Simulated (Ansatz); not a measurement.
A made-up structure of MgBH4O (charge +1), singlet:

```
7
angstrom
B -1.8164 0.3822 -1.0998
Mg 0.0915 -0.0177 0.0487
O 1.7927 -0.3772 1.0839
H -2.3166 -0.4953 -1.7315
H 0.7242 1.4706 0.6343
H 2.2559 0.2409 1.6656
H 2.2995 -1.2005 1.0965
```

It is relaxed with PBE-D4/def2-SVP and then PBE0-D4/def2-TZVP (Ansatz 0.2.0). Atoms count as bonded within 1.22 times the sum of their covalent radii (H–H: 0.88 Å). The end point is not checked to be a true minimum.

(1) Does its bonding change? (A judgement: the text doesn't fix the answer.)

Results:

(1) By the calculation: No: no bond forms or breaks.

Where it ends: The first stage lowers the energy by 1.93 eV in 15 steps. It ends as MgBH₄O ([BH][MgH][OH2]), total charge +1:
```
atom    x (Å)    y (Å)    z (Å)
  B1  -1.3808  -0.2999  -1.0228
 Mg2   0.3225   0.7927   0.3155
  O3   1.6980  -0.5375   0.9870
  H4  -2.2944  -0.6703  -1.7012
  H5   0.4443   2.4250   0.6974
  H6   2.4293  -0.2174   1.5313
  H7   1.8117  -1.4895   0.8904
```

Labels in which every atom is bracketed show which atoms are joined, not bond orders.

For scale, one of the runs: PBE0-D4/def2-TZVP relaxation, 118 basis functions, launched by `ansatz run in.yaml --threads 2 --pin off --events-out ev --progress --plain --max-ram 4352MiB`. Hardware: 2 CPU threads of an Arm Neoverse V1, shared host. Wall time about 20 s.
